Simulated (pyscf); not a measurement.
# Four-centre exchange: F–Si(SiH₃)(SiH₃)–SiH₃ (SMILES F[Si]([SiH3])([SiH3])[SiH3]) + H₂O (SMILES O) → HO–SiH₂–Si(F)(SiH₃)–SiH₃ (SMILES O[SiH2][Si](F)([SiH3])[SiH3]) + H₂ (SMILES [H][H])

Gas phase, singlet surface, charge 0. Bonds broken: Si3–H6, O15–H16. Bonds formed: Si3–O15, H6–H16. PySCF, gas phase, ωB97X-D3(BJ)/def2-SVP geometries.

Transition state (Å):

```xyz
17

F      0.1308    -3.1044     0.2328
Si     0.1601    -1.4306     0.2206
Si    -1.9017    -1.1064     1.2382
Si     0.2314    -0.6885    -1.9878
Si     2.0043    -0.7261     1.4625
H     -2.6477    -1.4496    -0.4247
H     -1.6495    -1.2542     2.7200
H     -2.6112     0.2009     1.1643
H     -0.7459    -1.4389    -2.8251
H     -0.1249     0.7621    -1.9754
H      1.5999    -0.8420    -2.5647
H      1.9409    -1.2594     2.8540
H      1.9652     0.7670     1.5067
H      3.2811    -1.1588     0.8231
O     -2.6074    -2.8519     1.1614
H     -2.7765    -2.4304     0.1130
H     -1.8748    -3.4967     1.1644
```

One imaginary mode, 1311i cm⁻¹; descent along it reached the two sides named, in the forms told below.

```
bond     change  reactant side (Å)  saddle  product side
-------  ------  -----------------  ------  ------------
Si3–H6   breaks              1.488   1.855           3.5
O15–H16  breaks              0.965   1.142         2.556
Si3–O15   forms                2.9   1.884         1.676
H6–H16    forms                3.2   1.126         0.760
```

Electronic energies relative to the separated reactants (kJ/mol):

| level | barrier | reaction energy | reverse barrier |
|---|---|---|---|
| ωB97X-D3(BJ)/def2-TZVP | 156.2 | -58.6 | 214.8 |
| PBE/def2-TZVP | 136.3 | -49.0 | 185.3 |
| r²SCAN/def2-TZVP | 142.2 | -60.1 | 202.3 |
| B3LYP-D3(BJ)/def2-TZVP | 154.9 | -59.1 | 214.0 |
| PBE0-D3(BJ)/def2-TZVP | 145.6 | -50.3 | 196.0 |
| M06-2X/def2-TZVP | 154.8 | -68.0 | 222.7 |
| ωB97M-D3(BJ)/def2-TZVP | 152.7 | -56.4 | 209.1 |
| HF/def2-TZVP | 242.2 | -45.4 | 287.5 |

With ωB97M-D3(BJ)/def2-TZVP energies and thermal terms (ideal gas, 1 atm, RRHO with modes under 100 cm⁻¹ raised to 100, one conformer, R ln 2 for chiral ones without a mode under 150 cm⁻¹), in kJ/mol:

```
T (K)    ΔH‡    ΔG‡     ΔH     ΔG
-----  -----  -----  -----  -----
298    145.9  192.4  -66.7  -57.2
600    145.6  240.0  -62.6  -49.2
900    148.0  286.7  -58.8  -43.4
1200   151.5  332.5  -55.9  -38.7
```

On the reactant side the descent ends in a complex (not fully relaxed), 22.9 kJ/mol under the separated species and 179.0 kJ/mol under the saddle at ωB97X-D3(BJ)/def2-TZVP. At the saddle there is also a short H–Si contact that neither side keeps. This is the saddle that the search found; another between the same sides may lie lower.
